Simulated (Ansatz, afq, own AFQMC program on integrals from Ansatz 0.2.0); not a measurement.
## SiH, doublet: AFQMC among the cluster methods

```xyz
2

Si    0.4718    0.8917    0.6168
H     0.5935    1.4277   -0.8218
```

Basis def2-TZVP. Only valence electrons are correlated. AFQMC by an in-house program on the Cholesky factors that Ansatz 0.2.0 writes for its CCSD(T) run. ph-AFQMC/CISD is guided by a CISD state made of CCSD amplitudes; releasing the constraint for a short imaginary time cuts its bias at the price of noise, slowly where states lie close. Error bars are statistical, one sigma.

Determinant: UHF, the one that the program's search chose, which needn't be the lowest solution. The geometry is a PBE0/def2-SVP stationary point of this or a neighbouring charge and spin state.

Full CI on the same integrals is exact in this basis and with this determinant's frozen core.

Cautions: the determinant is a saddle point among determinants of its kind.

* T1 diagnostic: 0.0194
* weight of the determinant in the CISD state: 0.915
* ⟨S²⟩ of the determinant: 0.773
* size of the correlated space: 5 electrons in 38 orbitals

| level | correlation energy (eV) |
| --- | --- |
| MP2 | -2.0800 |
| CCSD | -2.7548 |
| CCSD(T) | -2.8335 |

Estimate where full CI lies against CCSD(T) on the same integrals.

0.90 mEh below CCSD(T).

Reference: full CI, correlation energy -2.858 eV. The released energy is read at 2.40 1/Eh (meV from the phaseless value at times in 1/Eh: -2.1 ± 1.3 at 0.24, -4.8 ± 1.0 at 0.51, -7.5 ± 1.0 at 0.99, -8.5 ± 1.1 at 1.62, -10.1 ± 1.2 at 2.40).

```
         level  E − E(reference) (mEh)  share of correlation (%)
       CCSD(T)                    0.90                     99.15
         CCSDT                    0.09                     99.92
      CCSDT(Q)                    0.01                     99.99
        CCSDTQ                    0.00                    100.00
 ph-AFQMC/CISD             0.40 ± 0.05                     99.62
released AFQMC             0.03 ± 0.04                     99.97
```

CCSDT and higher add their correlation energy to the determinant of the CCSD(T) run, since their own runs factorise the integrals more tightly (a shift of under 2 meV). A walk keeps the symmetry of its determinant, which the program's search chose and which needn't be the lowest solution, so a lower state of the same spin and another symmetry isn't excluded. Released energies are given only where the last usable release times agree within the noise; a slower fall can still hide under it.
